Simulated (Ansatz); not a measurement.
```yaml
crystal:
  periodic: [false, false, false]
  atoms:
    - {symbol: C, position_ang: [-0.780537, 1.000435, -0.616759]}
    - {symbol: C, position_ang: [0.086968, -0.136328, -0.564055]}
    - {symbol: C, position_ang: [0.540496, -0.661008, 0.775898]}
    - {symbol: O, position_ang: [0.457742, -0.678613, -1.603086]}
    - {symbol: H, position_ang: [-1.095776, 1.362773, -1.587191]}
    - {symbol: H, position_ang: [-1.127201, 1.503869, 0.277221]}
    - {symbol: H, position_ang: [0.234726, -1.704948, 0.870400]}
    - {symbol: H, position_ang: [1.631502, -0.639796, 0.814808]}
    - {symbol: H, position_ang: [0.140480, -0.092585, 1.615562]}
basis:
  gaussian: {orbitals: def2-SVPD}
magnetization: {spin_polarized: true, initial_magnetization: 2}
hamiltonian: {xc: {name: wB97X-V}, pseudopotentials: {relativity: scalar}}
```

```sh
$ ansatz run in.yaml --threads 4 --pin off --events-out ev --progress --plain --max-ram 10444MiB
```

Output, abridged:

```
Error: a molecule whose nuclei and cores have a total charge of 31 cannot have a net charge of 0 together with 2 unpaired electrons
```

In this input the number of unpaired electrons doesn't fit the electron count. The program refused the input.
